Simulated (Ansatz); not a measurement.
The input, for Ansatz 0.2.0:

```yaml
crystal:
  periodic: [false, false, false]
  atoms:
    - {symbol: Zr, position_ang: [0.000000, 0.000000, 0.000000]}
    - {symbol: H, position_ang: [0.000000, 0.000000, -1.968800]}
    - {symbol: H, position_ang: [0.000000, 0.000000, 1.968800]}
basis:
  gaussian: {orbitals: def2-SVP}
magnetization: {spin_polarized: false, initial_magnetization: 4}
correlation: {method: sc_nevpt2, electrons: valence, active_space: {window: {electrons: 6, orbitals: 6}, states: [{multiplicity: 5, irrep: 12, weights: [1]}]}}
accuracy: high
```

```sh
$ ansatz run in.yaml --threads 1 --pin off --events-out ev --progress --plain --max-ram 2393MiB
```

**Question.** One thing in this input was set wrong on purpose, beside settings that are merely unusual. What is the gravest fault, and what does the program do?

**Answer.** Irrep not in the group. How the run ends: stopped by an error.
```
829 factors; integrals over basis functions are off by at most 3.2e-9 eV
mean field evaluation 1: about -1290.6640 eV, gradient 6.7e0 eV
mean field evaluation 2: about -1290.6726 eV, gradient 6.7e0 eV
mean field evaluation 4: about -1291.1766 eV, gradient 8.6e-1 eV
mean field evaluation 8: about -1291.1909 eV, gradient 3.4e-3 eV
mean field evaluation 16: about -1291.1909 eV, gradient 3.5e-4 eV
mean field evaluation 32: about -1291.3933 eV, gradient 1.3e0 eV
mean field evaluation 64: about -1290.6640 eV, gradient 6.7e0 eV
mean field evaluation 96: about -1290.5575 eV, gradient 8.7e0 eV
mean field evaluation 128: about -1291.5487 eV, gradient 7.9e-3 eV
mean field evaluation 160: about -1291.5487 eV, gradient 5.5e-3 eV
mean field evaluation 192: about -1291.1909 eV, gradient 6.7e-7 eV
mean field evaluation 224: about -1291.5539 eV, gradient 4.2e-1 eV
mean field evaluation 256: about -1291.3763 eV, gradient 5.7e-1 eV
mean field evaluation 288: about -1292.0556 eV, gradient 3.5e0 eV
mean field evaluation 320: about -1292.0400 eV, gradient 4.2e-1 eV
mean field evaluation 352: about -1291.9888 eV, gradient 9.8e-2 eV
mean field evaluation 384: about -1291.1896 eV, gradient 2.6e-1 eV
mean field -1292.10504359 eV, -47.4839845317 hartree, gradient 1.8e-8 eV, S^2 6.000000; 30 other end points of the search recorded, 0 dependent functions left out
mean field evaluation 416: about -1291.5658 eV, gradient 1.9e-8 eV
reference -1291.56576592 eV, -47.4641664429 hartree; 9, 5 occupied and 32, 36 virtual orbitals, 829 factors
Error: the irrep 12 is not accepted for these orbitals, which take Ag, B3u, B2u, B1g, B1u, B2g, B3g, Au, or 1 to 8
```
